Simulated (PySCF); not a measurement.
## Threshold energies of PO in a plasma

r²SCAN in PySCF with def2-TZVPPD on every atom, for the lowest determinant that a PBE0 search found; no spin–orbit coupling.

```csv
species,state (unpaired electrons),Re (Å),ωe (cm⁻¹),energy of the minimum from the neutral (eV),De (eV),dissociates to
PO,doublet (π ↑),1.482,1250,0.00,6.17,P + O
PO⁺,singlet (closed shell),1.428,1439,8.59,8.21,P⁺ + O
```

Question: Work out the lowest energy to break PO into atoms, from its vibrational ground state.

Answer: D0 = De − ωe/2 = 6.17 − 0.08 = 6.09 eV (r²SCAN/def2-TZVPPD).

Question: Work out the ionisation energy of the P atom at this level and the threshold of dissociative ionisation.

Answer: IE(P) = 8.59 + 8.21 − 6.17 = 10.63 eV, so P⁺ + O + e⁻ appears at D0 + IE(P) = 16.72 eV (r²SCAN/def2-TZVPPD). The measured IE(P) is 10.487 eV (NIST ASD).

These are thermodynamic thresholds; the onsets seen under electron impact lie higher where the geometry changes, and cross-sections peak well above them.

For an ion De counts to the pair picked by the measured ionisation energies or electron affinities, which need not be the lowest pair at this level. States were picked by a PBE0 search and need not be the measured ground states.
